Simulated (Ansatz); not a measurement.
**Relative stability**

The two ends of one reaction step of SiNH$_{4}$Cl, singlet (PBE0-D4/def2-TZVP).

A:

```
7
angstrom
Si -0.4564 -0.7046 -1.0930
Cl 1.1556 -1.9371 -0.3614
H -0.6298 1.4396 0.3489
N 0.1095 0.7587 0.2005
H -1.4638 -1.1342 -0.0272
H 0.9264 1.2425 -0.1580
H 0.3582 0.3349 1.0902
```

B:

```xyz
7
angstrom
Si -0.3601 -0.2970 -0.4275
Cl 0.9465 -1.7399 -1.1361
H -0.7231 0.5271 -1.5996
N 0.2725 0.7271 0.7740
H -1.5044 -1.0372 0.1447
H 0.9469 1.4363 0.5353
H 0.4214 0.3836 1.7093
```

Program: Ansatz 0.2.0. Basis: def2-TZVPP. Cores are frozen in the correlated methods. B3LYP uses VWN-RPA correlation.

Question: Which structure is lower at CCSD(T), and by how much? (To be estimated.)

Answer: The calculation gives: B, by 1.505 eV (electronic energy, against the other). By their contacts, A is SiNH₄Cl ([NH3][SiH][Cl]) and B is SiNH₄Cl ([NH2][SiH2][Cl]).

All methods give the same order:

| method | E(B) − E(A) (eV) |
| --- | --- |
| SPW92 | -1.344 |
| PBE-D4 | -1.332 |
| BLYP-D4 | -1.357 |
| r2SCAN-D4 | -1.563 |
| B97M-V | -1.453 |
| PBE0-D4 | -1.448 |
| B3LYP-D4 | -1.461 |
| r2SCAN0-D4 | -1.594 |
| BHLYP-D4 | -1.589 |
| CAM-B3LYP-D4 | -1.556 |
| wB97X-V | -1.578 |
| wB97M-V | -1.441 |
| B2PLYP | -1.546 |
| PBE-QIDH | -1.588 |
| RPA on PBE | -1.432 |
| HF | -1.735 |
| MP2 | -1.627 |
| CCSD | -1.533 |
| CCSD(T) | -1.505 |

The T1 diagnostic stays at or below 0.011.

Labels in which every atom is bracketed show which atoms are joined, not bond orders.

For scale, one of the runs: CCSD(T)/def2-TZVPP, 171 basis functions (an equivalent command: `ansatz run in.yaml --threads 2`). Hardware: 2 CPU threads, shared host. Wall time 23 s; peak host memory 1.4 GiB.
